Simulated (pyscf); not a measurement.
`[PH3]` + `[SiH3][O][SiH3]` → `[SiH3][O][PH2]` + `[SiH4]` (four-centre exchange; singlet surface; H–P, O–Si broken, O–P, H–Si formed). Structures and frequencies: ωB97X-D3(BJ)/def2-SVP in PySCF. Energies in eV from the separated reactants.

```json
[
 {"level": "ωB97X-D3(BJ)/def2-TZVP", "barrier": "2.66", "reaction energy": "+1.10"},
 {"level": "PBE/def2-TZVP", "barrier": "2.41", "reaction energy": "+1.06"},
 {"level": "r²SCAN/def2-TZVP", "barrier": "2.57", "reaction energy": "+1.16"},
 {"level": "B3LYP-D3(BJ)/def2-TZVP", "barrier": "2.66", "reaction energy": "+1.11"},
 {"level": "PBE0-D3(BJ)/def2-TZVP", "barrier": "2.51", "reaction energy": "+1.11"},
 {"level": "ωB97M-D3(BJ)/def2-TZVP", "barrier": "2.73", "reaction energy": "+1.11"}
]
```

The functionals in the table span 0.31 eV in this barrier, from PBE to ωB97M-D3(BJ)/def2-TZVP. H₃Si–O–PH₂ lies 0.25 eV over its isomer HO–SiH₂–PH₂ (electronic energy, ωB97M-D3(BJ)/def2-TZVP). This is the saddle that the search found; another between the same sides may lie lower.
